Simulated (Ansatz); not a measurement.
Ideal-gas functions of CH3O3S−, SMILES `CS(=O)(=O)[O-]` at 600 K and 1 bar, from an Ansatz frequency run at PBE0-D4/def2-TZVPD.

Molar mass 95.1 g/mol, point group C3v (symmetry number 3), electronic degeneracy 1, moments of inertia 99.024, 107.247, 107.259 u Å². Harmonic wavenumbers (cm⁻¹, unscaled): 223, 321, 321, 521, 521, 549, 756, 945, 946, 1063, 1261, 1261, 1302, 1449, 1449, 3055, 3155, 3155.

Use S(trans) = R[1.5 ln M + 2.5 ln T − 1.1517]; rotational temperatures θ = 24.2544 K / I; S(rot) = R[ln(√π/σ · √(T³/θAθBθC)) + 1.5]; for each mode x = 1.438777 ν̃/T, S = R[x/(eˣ − 1) − ln(1 − e⁻ˣ)] and H = RT x/(eˣ − 1); 1 cm⁻¹ = 0.0119627 kJ/mol; R = 8.31446 J/(mol·K).

Problem. By hand: the entropy, in J/(mol·K).

Solution. Translation 180.2. Rotation: θ = 0.2449, 0.2262, 0.2261 K, giving 106.1. Vibration, mode by mode: 13.62, 10.69, 10.69, 6.98, 6.98, 6.60, 4.42, 3.09, 3.08, 2.47, 1.70, 1.70, 1.57, 1.18, 1.18, 0.05, 0.04, 0.04, in all 76.1. Electronic 0.0. Sum 362.4 J/(mol·K).

Problem. By hand: H − E and G − E in kJ/mol, counted from the electronic energy.

Solution. Zero-point energy ½ × 22253 × 0.0119627 = 133.1; thermal vibration 26.7; translation, rotation and pV give 4 RT = 20.0. H − E = 179.8 kJ/mol, and G − E = 179.8 − 600 × 362.4/1000 = -37.6 kJ/mol.

Vibration gives 21 % of the entropy.
